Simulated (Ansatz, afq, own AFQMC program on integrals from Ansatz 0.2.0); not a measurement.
## Ga, doublet → Ga, quartet

A free Ga atom.

E(quartet, charge +0) − E(doublet, charge +0) at this geometry, on UHF and UHF determinants.

Basis cc-pVTZ. Only valence electrons are correlated. AFQMC by an in-house program on the Cholesky factors that Ansatz 0.2.0 writes for its CCSD(T) run. ph-AFQMC/CISD is guided by a CISD state made of CCSD amplitudes; releasing the constraint for a short imaginary time cuts its bias at the price of noise, slowly where states lie close. Error bars are statistical, one sigma. No spin–orbit coupling. The errors of all members are added in quadrature.

Full CI on the same integrals is exact in this basis and with this determinant's frozen core.

Errors are counted within cc-pVTZ, not against nature.

Cautions: inner d shell frozen; no relativity below Rb; no spin-orbit coupling; Ga (quartet): another spin lies lower.

```
level  vertical spin gap (kcal/mol)
 CCSD                          92.8
   HF                          71.0
```

Problem. From these cheaper values, estimate the vertical spin gap at the reference level in cc-pVTZ.

Solution. 93.4 kcal/mol (full CI in cc-pVTZ).

```
         level  vertical spin gap (kcal/mol)  error against FCI (kcal/mol)
           MP2                          87.0                          -6.4
       CCSD(T)                          93.2                          -0.2
 ph-AFQMC/CISD                   93.4 ± 0.04                    0.0 ± 0.04
released AFQMC                   93.5 ± 0.05                    0.1 ± 0.05
```

Correlation beyond CCSD(T) adds 0.2 kcal/mol. The perturbative (T) step is worth +0.5 kcal/mol.

A walk keeps the symmetry of its determinant, which the program's search chose and which needn't be the lowest solution, so a lower state of the same spin and another symmetry isn't excluded. Released energies are given only where the last usable release times agree within the noise; a slower fall can still hide under it.
